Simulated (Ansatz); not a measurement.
# Al2HO (doublet): the correlation ladder, cc-pVDZ

One table from this session's results is given with a row withheld; the runs are named, their logs left out.

The runs use Ansatz 0.2.0, Gaussian basis; cc-pVDZ, core rule «outside noble gas», up to 11 orbitals frozen.

Plan: UHF; CCSD(T) on ROHF; CCSD(T) on UHF; BCCD(T) on ROHF; CISD; CCSDT(Q) on ROHF; CCSDT(Q) on UHF; CASSCF and MRCISD+Q, 9 electrons in 9 orbitals; CASSCF and NEVPT2, 9 electrons in 9 orbitals.

17 further runs of the same task are left out: 5 that didn't finish, 12 set aside as unsound or not needed.

## What is computed

The geometry is a PBE0/def2-TZVP stationary point (not a proven minimum) of the parent state, kept for this charge and spin.

4 atoms, charge 0, spin multiplicity 2.

Atoms are counted from 1 here; the program's logs count them from 0.

Bond lengths: Al1–O2 1.691 Å, Al1–H4 1.610 Å, O2–Al3 1.688 Å. Angles: O2–Al1–H4 116.0°, Al1–O2–Al3 173.6°.

Set-up of the first run:

Input file in.yaml:

```yaml
crystal:
  periodic: [false, false, false]
  atoms:
    - {symbol: Al, position_ang: [0.000000, -0.111408, 1.648884]}
    - {symbol: O, position_ang: [0.000000, 0.054822, -0.034166]}
    - {symbol: Al, position_ang: [0.000000, 0.031868, -1.721810]}
    - {symbol: H, position_ang: [0.000000, 1.258991, 2.494483]}
basis:
  gaussian: {orbitals: cc-pVDZ}
magnetization: {spin_polarized: true, initial_magnetization: 1}
hamiltonian: {xc: hf}
output: {orbitals: {seedname: orbitals}}
```

The run is started by

```sh
ansatz run in.yaml --threads 1 --pin off --events-out ev --progress --plain --max-ram 2393MiB
```

Among the steps run: UHF; CCSD(T) on ROHF; CCSD(T) on UHF; BCCD(T) on ROHF; CISD; CCSDT(Q) on ROHF; CCSDT(Q) on UHF; CASSCF and MRCISD+Q, 9 electrons in 9 orbitals; CASSCF and NEVPT2, 9 electrons in 9 orbitals.

One table of the session follows, with a row left open; its other results are not shown here.

| method | from UCCSDT(Q) (meV) |
| --- | --- |
| ROHF | +8374.1 |
| UHF | +8337.7 |
| RMP2 | ? |
| UMP2 | +879.4 |
| CISD | +1058.6 |
| RCCSD | +266.1 |
| UCCSD | +264.6 |
| RCCSD(T) | +46.7 |
| UCCSD(T) | +46.1 |
| BCCD(T) | +40.7 |
| RCCSDT | +27.0 |
| UCCSDT | +26.7 |
| RCCSDT(Q) | +4.6 |
| UCCSDT(Q) | 0 |
| CASSCF frontier | +4705.9 |
| MRCISD frontier | +440.8 |
| MRCISD+Q frontier | +50.9 |

Q: Estimate the row for RMP2 from the others.

As computed: from UCCSDT(Q) (meV): +890.9. In the column «from UCCSDT(Q) (meV)» it lies between UMP2 (+879.4) and CISD (+1058.6).

Not comparable, so not listed: CASSCF and NEVPT2, 9 electrons in 9 orbitals (they don't share determinant, frozen orbitals or solution with the rows shown, or repeat one).

Limits of these values: Restricted and unrestricted rows rest on different reference determinants; where their highest levels disagree by more than a few hundredths of an eV, they describe different states and don't form one ladder. Warnings in the runs' records: passed over end.
